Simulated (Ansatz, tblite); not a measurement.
Cost and result up the ladder for SiH3(NHMe) (CH₇NSi) (10 atoms). Charge 0, multiplicity 1. Geometry: PBE0-D4/def2-TZVP.

```xyz
10

Si   -0.136   -1.299    0.511
H    -0.948   -2.402   -0.067
H     1.285   -1.738    0.625
H    -0.596   -1.020    1.903
N    -0.328    0.048   -0.523
C     0.276    1.345   -0.329
H    -0.910   -0.032   -1.338
H    -0.469    2.137   -0.197
H     0.893    1.334    0.574
H     0.932    1.628   -1.159
```

Ansatz on 4 threads of Arm Neoverse V2 on a shared host; xTB runs through tblite on one thread. Times are rough, summed over both states, and most runs start from the orbitals of an earlier one. PBE0-D4/def2-TZVP serves as the yardstick here, not as an exact answer. The other state is a triplet.

The xTB rows come from tblite.

xTB has no spin-polarisation term.

```csv
level,functions,wall time,vertical triplet (eV),difference from PBE0-D4/def2-TZVP (eV)
GFN2-xTB,24,0.005 s,6.04,0.70
GFN1-xTB,31,0.007 s,6.59,1.25
PBE-D4/def2-TZVP,141,2.3 s,5.04,-0.30
PBE0-D4/def2-TZVP,141,2.8 s,5.34,0.00
r2SCAN-D4/def2-TZVP,141,4.8 s,5.16,-0.17
```
